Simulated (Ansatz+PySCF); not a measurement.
Two shapes of doublet C₆H₅.

Shape 1:

```xyz
11

C     1.3970    0.0000    0.0000
C     0.7708    1.2260    0.0000
C    -0.6310    1.2129    0.0000
C    -1.3222    0.0000    0.0000
C    -0.6310   -1.2129    0.0000
C     0.7708   -1.2260    0.0000
H     1.3261    2.1679    0.0000
H    -1.1817    2.1579    0.0000
H    -2.4148    0.0000    0.0000
H    -1.1817   -2.1579    0.0000
H     1.3261   -2.1679    0.0000
```

Shape 2:

```xyz
11

C     1.3623    0.0121    0.0339
C     0.7390    1.2517   -0.0288
C    -0.6509    1.2490   -0.0283
C    -1.3186   -0.0144   -0.0478
C    -0.6646   -1.2442    0.0199
C     0.7588   -1.2731   -0.0114
H     1.3187    2.1185   -0.0001
H    -1.1559    2.1569   -0.0428
H    -2.4358    0.0267   -0.0367
H    -1.1827   -2.1724   -0.0478
H     1.3234   -2.2108   -0.0255
```

Basis set: def2-SVP (spherical functions). Charge 0, multiplicity 2.

Computed with Ansatz (development build ahead of 0.2.0); each method stands on the lowest determinant of its kind that the runs found.

(1) Which shape is lower in energy, and by how much in each method?

## Answers

(1)

| method | E(2) − E(1) (eV) |
| --- | --- |
| PBE (unrestricted) | 0.289 |
| PBE0 (restricted open-shell) | 0.310 |
| PBE0 (unrestricted) | 0.309 |
| r²SCAN (unrestricted) | 0.293 |
| ωB97X (restricted open-shell) | 0.315 |

Shape 1 is lower.
